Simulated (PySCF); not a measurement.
Molecule: `O=P(O)(O)O`, H₃O₄P.

Structure with atom numbers: `[O:1]=[P:2]([OH:3])([OH:4])[OH:5]`. Each H is labelled by its parent atom.

Geometry PBE0-D3(BJ)/def2-SVP throughout; GIAO in PySCF 2.14.0 with density-fitted response routines, gas phase, one conformer, non-relativistic; equivalent atoms averaged; functional PBE0.

**Question.** How do the shifts δ (against H2O, H3PO4, TMS at the same level) depend on the basis set? (ppm; last column core-seconds on 1 thread of an Arm Neoverse V1, shared host)

**Answer.** 
```tsv
basis set	functions	O1	O3/O4/O5	P2	H(O3)/H(O4)/H(O5)	core-s
pcSseg-0	55	139.4	90.2	-3.8	2.35	3
cc-pVDZ	89	131.9	101.3	-3.0	2.47	5.2
aug-cc-pVDZ	146	122.4	101.4	-2.1	3.09	9.7
cc-pVTZ	196	137.0	109.1	-2.7	3.20	15
IGLO-III	214	138.6	111.4	-2.6	3.27	17
```

**Question.** Which nucleus moves most, in ppm?

**Answer.** O3/O4/O5 (oxygen bonded to P, H): from 90.2 ppm with pcSseg-0 to 111.4 ppm with IGLO-III. The smallest spread is 0.92 ppm, at H(O3)/H(O4)/H(O5).

**Question.** Taking the largest basis, IGLO-III (214 functions), as the yardstick, rank the others by their worst heavy-atom deviation.

**Answer.** cc-pVTZ 2.3 ppm (196 functions), cc-pVDZ 10.1 ppm (89 functions), aug-cc-pVDZ 16.2 ppm (146 functions), pcSseg-0 21.2 ppm (55 functions).

A small basis that lands close on one nucleus may do so by chance; judge by the trend and by all nuclei.
